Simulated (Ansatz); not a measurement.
Voigt–Reuss–Hill shear modulus (GPa) of solids drawn from the class of silicides and borides, at two levels: PBE (plane waves, PAW; Ansatz, a first-principles code), and LDA (Ansatz, plane waves, PAW).

```tsv
solid	PBE	LDA
antifluorite Mg2Si	45.6	49.0
AlB2-type ZrB2	232	251
AlB2-type HfB2	242	265
AlB2-type TiB2	257	?
C11b MoSi2	180	194
AlB2-type MgB2	120	129
```

Question: Estimate the withheld LDA value from the other rows.

Answer: One way: carry over the typical ratio. The ratios LDA / PBE of the other rows, in order: 1.075, 1.075, 1.078, 1.082, 1.095; median 1.078. AlB2-type TiB2: 257 × 1.078 = 277 GPa; the run gives 282 GPa. The ratios spread from 1.075 to 1.095, so such an estimate is rough. AlB2-type TiB2 lies outside that spread.

Over all 6 rows LDA is the larger in 6.

Ansatz's runs of these crystals have no spin polarisation.

Spin–orbit coupling is left out, also for the solids with elements from indium on (AlB2-type HfB2); its size isn't shown.

Each level is taken at its own relaxed cell. Ansatz's density-functional and Hartree–Fock values are scalar-relativistic unless marked +SOC, with PAW data made under PBE.
